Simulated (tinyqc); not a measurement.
Inside a calculation. Method: LCCD on RHF in the sto-3g basis, for H2O, spin multiplicity 1. One step of it, computed by the program tinyqc.

Task: LCCD: starting amplitudes. t_ij^ab = <ij||ab> / (e_i + e_j - e_a - e_b), whose energy is MP2.

orbital energies (hartree): MO1 -20.240733, MO2 -1.232430, MO3 -0.594208, MO4 -0.430879, MO5 -0.383168, MO6 0.533026, MO7 0.688946

Two-electron integrals over orbitals (pq|rs), unique and non-zero (hartree):
```
(11|11) 4.745416    (21|11) -0.422038   (21|21) 0.059453    (22|11) 1.009775
(22|21) -0.014120   (22|22) 0.722372    (31|31) 0.010507    (32|31) 0.017044
(32|32) 0.139324    (33|11) 0.777201    (33|21) -0.004473   (33|22) 0.628575
(33|33) 0.613070    (41|11) 0.170719    (41|21) -0.021606   (41|22) 0.013992
(41|33) 0.005830    (41|41) 0.026354    (42|11) -0.133618   (42|21) 0.008473
(42|22) -0.008650   (42|33) 0.005910    (42|41) 0.019694    (42|42) 0.128173
(43|31) -0.002715   (43|32) 0.024971    (43|43) 0.049263    (44|11) 0.983721
(44|21) -0.012588   (44|22) 0.675192    (44|33) 0.584179    (44|41) -0.010664
(44|42) -0.102990   (44|44) 0.758882    (51|51) 0.026013    (52|51) 0.032808
(52|52) 0.147048    (53|53) 0.027415    (54|51) -0.012420   (54|52) -0.044429
(54|54) 0.052478    (55|11) 1.115344    (55|21) -0.011894   (55|22) 0.749670
(55|33) 0.614234    (55|41) 0.004758    (55|42) -0.071887   (55|44) 0.718818
(55|55) 0.880159    (61|11) -0.225895   (61|21) 0.033901    (61|22) -0.002151
(61|33) 0.000082    (61|41) 0.000776    (61|42) 0.020147    (61|44) -0.017442
(61|55) -0.006014   (61|61) 0.028631    (62|11) 0.292622    (62|21) -0.006725
(62|22) 0.137278    (62|33) 0.068499    (62|41) 0.018299    (62|42) 0.025524
(62|44) 0.082007    (62|55) 0.152571    (62|61) 0.007102    (62|62) 0.097872
(63|31) 0.002637    (63|32) -0.043717   (63|43) -0.033547   (63|63) 0.077260
(64|11) 0.234247    (64|21) -0.002557   (64|22) 0.106956    (64|33) 0.043674
(64|41) 0.002797    (64|42) -0.032003   (64|44) 0.124605    (64|55) 0.126627
(64|61) -0.000119   (64|62) 0.063123    (64|64) 0.076023    (65|51) 0.014992
(65|52) 0.057143    (65|54) 0.001085    (65|65) 0.036818    (66|11) 0.779789
(66|21) -0.007093   (66|22) 0.597925    (66|33) 0.558596    (66|41) 0.019764
(66|42) 0.056115    (66|44) 0.542538    (66|55) 0.578052    (66|61) 0.008054
(66|62) 0.090728    (66|64) 0.046311    (66|66) 0.585026    (71|31) 0.014896
(71|32) 0.022761    (71|43) -0.003971   (71|63) 0.003229    (71|71) 0.021164
(72|31) 0.014312    (72|32) 0.047589    (72|43) -0.030926   (72|63) 0.032764
(72|71) 0.019260    (72|72) 0.065092    (73|11) 0.367573    (73|21) -0.007213
(73|22) 0.152138    (73|33) 0.089842    (73|41) -0.000469   (73|42) -0.073478
(73|44) 0.157870    (73|55) 0.196396    (73|61) -0.006240   (73|62) 0.074844
(73|64) 0.084392    (73|66) 0.039775    (73|73) 0.153492    (74|31) -0.008707
(74|32) -0.073577   (74|43) -0.003114   (74|63) 0.049478    (74|71) -0.012229
(74|72) -0.017625   (74|74) 0.067487    (75|53) 0.023909    (75|75) 0.025179
(76|31) 0.008723    (76|32) 0.096286    (76|43) 0.053868    (76|63) -0.070205
(76|71) 0.011911    (76|72) -0.005477   (76|74) -0.058140   (76|76) 0.117217
(77|11) 0.865879    (77|21) -0.009492   (77|22) 0.619218    (77|33) 0.598164
(77|41) 0.003785    (77|42) -0.018345   (77|44) 0.600690    (77|55) 0.622374
(77|61) -0.004913   (77|62) 0.066870    (77|64) 0.046584    (77|66) 0.556815
(77|73) 0.099931    (77|77) 0.612836
```

Give: Starting amplitudes; correlation energy.

Result:

Starting amplitudes (spin orbitals 1a, 1b, ...; amplitudes related by a flip of all spins are not repeated; the 24 largest):
```
from      to          t
3a 3b  7a 7b    -0.0598
4a 4b  6a 6b    -0.0394
3a 4b  6b 7a     0.0376
3a 3b  6a 6b    -0.0343
4a 4b  7a 7b    -0.0301
2a 2b  6a 6b    -0.0277
2a 3b  6a 7b    -0.0246
2a 4b  6a 6b    -0.0231
3a 4b  6a 7b    -0.0220
5a 5b  6a 6b    -0.0201
2a 2b  7a 7b    -0.0169
3a 4a  6a 7a     0.0155
2a 3a  6a 7a    -0.0138
5a 5b  7a 7b    -0.0117
2a 3b  6b 7a     0.0107
2a 4b  7a 7b     0.0058
1a 2b  7a 7b    -0.0008
1a 1b  6a 6b    -0.0007
1a 4b  7a 7b     0.0006
1a 1b  7a 7b    -0.0005
1a 3a  6a 7a   4.29e-04
1a 2b  6a 6b  -3.15e-04
1a 3b  6a 7b   2.83e-04
1a 3b  6b 7a   1.46e-04
```

correlation energy = -0.040072 hartree
